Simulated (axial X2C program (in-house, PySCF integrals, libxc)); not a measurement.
## Working with the constants of LiAl⁺

A bond curve at the CCSD(T) level, 2c, was computed with an in-house relativistic program for diatomic molecules (basis Al dyall-v3z [8s8p2d1f], Li dyall-cv3z [7s8p2d] (cores contracted in-house)) for the state Ω = 1/2 (⟨Sz⟩ = 0.50, ⟨Lz⟩ = 0.00 at HF). Its fit gives Re = 3.0435 Å, ωe = 234.9 cm⁻¹, ωexe = 1.48 cm⁻¹ and αe = 4.013e-03 cm⁻¹; the masses are 26.9815 and 7.0160 u. Two-component means X2C with spin–orbit coupling and atomic mean-field Coulomb and Gaunt terms.

Correlated methods: 3 electrons correlated (number of frozen shells: Al 2 s, 1 p; Li 1 s), 145 virtual spin orbitals or spinors in MP2, 49 natural virtuals in coupled cluster.

Find the reduced mass, Be and the force constant.

From the CCSD(T) values: μ = 5.5681 u. Be = 16.8576/(μ Re²) = 0.3268 cm⁻¹. k = 5.8918×10⁻⁷ μ ωe² = 0.181 mdyn/Å.

Where do the fundamental and the first overtone lie?

ν(1←0) = ωe − 2ωexe = 231.9 cm⁻¹; ν(2←0) = 2ωe − 6ωexe = 460.9 cm⁻¹.

Estimate the centrifugal constant by the Kratzer relation.

D = 4Be³/ωe² = 2.53e-06 cm⁻¹.

A Morse curve ties αe to the other constants (Pekeris). How well does that hold?

αe(Morse) = 6Be²/ωe × (√(ωexe/Be) − 1) = 3.078e-03 cm⁻¹; the CCSD(T) curve gives 4.013e-03 cm⁻¹, a ratio of 0.77.

Estimate De from a Morse curve and compare with the computed well depth of 1.145 eV to Al + Li+.

De(Morse) = ωe²/(4ωexe) = 1.156 eV against 1.145 eV computed, a ratio of 1.01. For De the Morse form works well here.

The state is one determinant whose occupation by symmetry is held fixed; it was picked as the lowest of a PBE0 search that is not exhaustive. De is counted from the lowest determinant-based energies of the atoms at the same level, without counterpoise correction. CCSD and (T) use frozen natural virtuals with an MP2 correction for the truncation; (T) itself is uncorrected, so its De runs slightly low.
